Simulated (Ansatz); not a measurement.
## CH6AlSi, SMILES [CH3][Al][SiH3]: a rigid scan of one bond length

Run with the Ansatz DFT code, driven from Python.

The script, `run_scan.py`:
```python
# -*- coding: utf-8 -*-
"""Potential curve of CH6AlSi along one bond."""

import ansatz as az
import numpy as np

molecule = (
    az.Crystal.molecule()
    .atom("C", (-0.8278, 1.2194, -1.1069))
    .atom("Al", (0.6554, 0.8975, 0.0944))
    .atom("Si", (0.8425, -1.2218, 1.0864))
    .atom("H", (-1.4354, 0.3672, -1.1971))
    .atom("H", (-0.4939, 1.5273, -2.1428))
    .atom("H", (-1.4782, 2.1189, -0.7138))
    .atom("H", (2.1761, -1.8304, 0.6944))
    .atom("H", (-0.2014, -2.0625, 0.6629))
    .atom("H", (0.8512, -1.0618, 2.6055))
)

symbols = [site.symbol for site in molecule.cartesian_sites]
start = np.array([site.position_ang for site in molecule.cartesian_sites])
axis = (start[7] - start[2]) / np.linalg.norm(start[7] - start[2])
moving = [7]
lengths, energies = [1.237, 1.293, 1.349, 1.406, 1.462, 1.518, 1.574, 1.659], []
for length in lengths:
    xyz = start.copy()
    xyz[moving] += (length - np.linalg.norm(start[7] - start[2])) * axis
    point = az.Crystal.molecule()
    for symbol, xyz in zip(symbols, xyz):
        point = point.atom(symbol, xyz.tolist())
    base = point.calculation()
    base = base.basis(gaussian="def2-SVP")
    base = base.functional("hf").spin("collinear", total=1)
    summary = base.run().report
    energies.append(summary["free_energy_ev"])
    print(f"r = {length:6.3f} A  E = {energies[-1]:.5f} eV  <S^2> = {abs(summary['mean_field']['state']['spin_squared']):.3f}")

# quartic fit about the minimum
fit = np.polynomial.Polynomial.fit(lengths, np.array(energies) - min(energies), 4).convert()
roots = [r.real for r in fit.deriv().roots() if abs(r.imag) < 1e-9 and fit.deriv(2)(r.real) > 0]
r_e = min(roots, key=lambda r: abs(r - lengths[int(np.argmin(energies))]))
print(f"minimum of the fit at {r_e:.4f} A, force constant {fit.deriv(2)(r_e):.2f} eV/A^2")
```

Running `python run_scan.py` prints:
```text
r =  1.237 A  E = -15563.02989 eV  <S^2> = 0.754
r =  1.293 A  E = -15563.41960 eV  <S^2> = 0.754
r =  1.349 A  E = -15563.67669 eV  <S^2> = 0.755
r =  1.406 A  E = -15563.82966 eV  <S^2> = 0.755
r =  1.462 A  E = -15563.89513 eV  <S^2> = 0.755
r =  1.518 A  E = -15563.89431 eV  <S^2> = 0.755
r =  1.574 A  E = -15563.84154 eV  <S^2> = 0.755
r =  1.659 A  E = -15563.68747 eV  <S^2> = 0.756
minimum of the fit at 1.4886 A, force constant 18.62 eV/A^2
```

Reading the output:
- These settings explore the input space; basis and method may be short of convergence.
- The rest of the molecule is held rigid at a force-field or estimated start geometry, and the basis set is modest; single-reference methods fail as a bond breaks.
- The species is open-shell (spin multiplicity 2).
- Hartree-Fock leaves correlation out, so bond, atomisation and ionisation energies come out well too low.
- Hardware and time: 7.7 s on 1 thread of Arm Neoverse V2 (shared host), peak memory 0.22 GiB.

(A comment or docstring line of the script was reworded after the run, the code is as it ran; lines on the test bed's own set-up are left out of the output.)
